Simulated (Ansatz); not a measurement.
Mulliken charges of C2H3NO2 (`O=C=NCO`) from PBE/def2-TZVPP in Ansatz (PBE0-D4/def2-TZVP geometry).

```json
{"atom": "O1", "x (Å)": "-0.469", "y (Å)": "-1.505", "z (Å)": "2.302", "charge (e)": "-0.165"}
{"atom": "C2", "x (Å)": "-0.113", "y (Å)": "-1.132", "z (Å)": "1.259", "charge (e)": "0.150"}
{"atom": "N3", "x (Å)": "0.259", "y (Å)": "-0.872", "z (Å)": "0.145", "charge (e)": "-0.161"}
{"atom": "C4", "x (Å)": "0.447", "y (Å)": "0.351", "z (Å)": "-0.591", "charge (e)": "0.075"}
{"atom": "O5", "x (Å)": "-0.593", "y (Å)": "1.264", "z (Å)": "-0.432", "charge (e)": "-0.290"}
{"atom": "H6", "x (Å)": "1.351", "y (Å)": "0.850", "z (Å)": "-0.237", "charge (e)": "0.099"}
{"atom": "H7", "x (Å)": "0.589", "y (Å)": "0.071", "z (Å)": "-1.639", "charge (e)": "0.102"}
{"atom": "H8", "x (Å)": "-1.380", "y (Å)": "0.916", "z (Å)": "-0.862", "charge (e)": "0.189"}
```

Q: By hand: the dipole of these point charges (1 e Å = 4.8032 D).

A: Σ q r = (0.157, 0.143, -0.487) e Å, of length 0.531 e Å = 2.55 D.

Q: How does the dipole of the full density compare? (Estimate.)

A: Computed: (0.021, 0.117, -0.473) e Å, 2.34 D; the point charges give 1.09 times that, at 15° from its direction.

Point charges leave out the atoms' own dipoles, such as those of lone pairs, and Mulliken's split depends on the basis, so the close match here is no proof of good charges.
